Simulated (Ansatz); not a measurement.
Born–Oppenheimer molecular dynamics of AlFH (3 atoms, charge 0, multiplicity 2). It starts from a relaxed structure.

All numbers below come from UKS PBE0-D4/def2-SVP in Ansatz 0.2.0.

```
ensemble        : NVT, Nosé–Hoover chain
time step       : 0.5 fs
steps asked     : 400
set temperature : 300 K
thermostat      : time constant 100 fs, chain length 3 (defaults)
seed            : 164637
```

First frame:

```xyz
3
Properties=species:S:1:pos:R:3
F 0.916 0.908 0.592
Al -0.431 0.313 -0.199
H -0.495 -1.286 -0.406
```

(1) How far do the bonds stretch over the last three quarters of this one trajectory? (Pairs bonded in most of those frames.)

Results:

(1) 
```tsv
bond	mean (Å)	spread (Å)	shortest	longest
F1–Al2	1.677	0.032	1.62	1.74
Al2–H3	1.620	0.053	1.53	1.72
```

Mean temperature of the second half: 331 K. The conserved energy stayed within 0.15 meV per atom of its start (net change 0.092 meV per atom), so the integration is sound. The mean temperature of the second half is 10 % above the set value. A run of 0.2 ps of so small a system gives no equilibrium averages.

The run took 5 min on 1 thread of Arm Neoverse V2, on a shared host, peak memory 0.091 GiB.
